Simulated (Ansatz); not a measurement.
# Os: which structure is lowest?

Method: Ansatz, DFT, BLYP, plane waves (420 eV) with PAW, scalar-relativistic. (PAW data from PBE, frozen cores regenerated.)

Each structure is relaxed within its own symmetry, so a high-lying one may be dynamically unstable.

(1) Rank these structures of osmium by energy per atom, lowest first.
A. omega (AlB2-type)
B. dhcp
C. bcc
D. diamond
E. A15
F. fcc
G. simple cubic
H. hcp

| structure | ΔE (meV/atom) | V (Å³/atom) | cell | magnetic state |
| --- | --- | --- | --- | --- |
| hcp | 0 | 14.91 | a = 2.798 Å, c = 4.398 Å (c/a = 1.572) | spin not included |
| dhcp | 95 | 14.97 | a = 2.784 Å, c = 8.924 Å (c/a = 3.206) | spin not included |
| fcc | 129 | 14.98 | a = 3.914 Å | spin not included |
| omega (AlB2-type) | 303 | 15.35 | a = 4.383 Å, c = 2.768 Å (c/a = 0.632) | spin not included |
| A15 | 561 | 15.48 | a = 4.985 Å | spin not included |
| diamond | 719 | 22.32 | a = 5.631 Å | spin not included |
| bcc | 828 | 15.48 | a = 3.140 Å | spin not included |
| simple cubic | 1197 | 17.53 | a = 2.598 Å | spin not included |

ΔE counts from hcp.

Differences under about 8 meV lie within the error of the k-point mesh.

Answers

(1) H (0 meV/atom), B (95 meV/atom), F (129 meV/atom), A (303 meV/atom), E (561 meV/atom), D (719 meV/atom), C (828 meV/atom), G (1197 meV/atom).
